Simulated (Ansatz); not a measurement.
Density of states of Pb (P6_3/mmc, a = 3.514 Å, b = 3.514 Å, c = 5.797 Å, α = 90.00°, β = 90.00°, γ = 120.00°), in states per eV and primitive cell, averaged over bins of 0.4 eV. Computed with Ansatz, DFT r2SCAN, scalar-relativistic, plane waves, PAW.

Cutoff 500 eV; k points 15×15×8 on the computed 2-atom cell (Γ-centred); Gaussian smearing, width 0.10 eV; no spin polarisation.

The cell is relaxed at this level. The states (both spins) are summed by tetrahedra on a 23×23×12 mesh at the self-consistent density. Energies are bin centres; the table starts no lower than −8 eV and ends at 6 eV, or lower where the solved bands end.

It is a metal at this level.

```csv
E − E_F (eV),total,Pb 6p,Pb 6s
-7.85,1.16,0.14,1.01
-7.45,1.42,0.11,1.29
-7.05,1.18,0.07,1.10
-6.65,0.00,0.00,0.00
-6.25,0.00,0.00,0.00
-5.85,0.00,0.00,0.00
-5.45,0.00,0.00,0.00
-5.05,0.00,0.00,0.00
-4.65,0.00,0.00,0.00
-4.25,0.01,0.01,0.00
-3.85,0.19,0.18,0.00
-3.45,0.61,0.57,0.03
-3.05,1.02,0.93,0.07
-2.65,1.43,1.31,0.10
-2.25,1.29,1.14,0.13
-1.85,0.99,0.83,0.14
-1.45,1.04,0.87,0.15
-1.05,1.06,0.89,0.15
-0.65,0.96,0.82,0.12
-0.25,1.21,1.06,0.12
0.15,1.00,0.87,0.11
0.55,1.10,0.96,0.10
0.95,1.09,0.97,0.09
1.35,1.07,0.95,0.08
1.75,1.14,1.01,0.07
2.15,1.38,1.24,0.07
2.55,1.42,1.28,0.06
2.95,1.41,1.26,0.05
3.35,1.38,1.23,0.04
3.75,1.43,1.27,0.04
4.15,1.46,1.30,0.03
4.55,1.65,1.47,0.03
4.95,1.31,1.18,0.02
5.35,0.97,0.87,0.01
5.75,0.84,0.71,0.01
```

The columns after the total are the Löwdin projections on the occupied valence shells of the potentials. The rest of the total lies in shells that are empty in the free atom, which aren't projected, and between the atoms.

Spin-orbit coupling is left out, which matters for the bands of heavy elements.

This form isn't the element's structure at ambient conditions.

Cost: 1 run of about 1.1 core-minutes, on Arm Neoverse V1 (shared hosts).